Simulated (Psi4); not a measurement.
This Psi4 input (PBE/aug-cc-pVTZ) gives -40.46353 Eh with 138 basis functions.

```
memory 8100 MB

molecule {
0 1
C    -0.00000000    0.00000000   -0.00000000
H     0.62054657    0.62688914    0.63896175
H    -0.64285838   -0.62489528    0.61852983
H     0.63693263   -0.63278043   -0.61664082
H    -0.61462083    0.63078657   -0.64085076
}

set {
  basis aug-cc-pvtz
  scf_type df
}

energy('pbe')
print_variables()
```

Change:
```diff
- basis aug-cc-pvtz
+ basis 6-311++g(2d,2p)
```

### Question
What does the run give now?

### Answer
-40.46188 Eh (PBE/6-311++G(2d,2p), 67 functions), a change of +1.65 mEh.
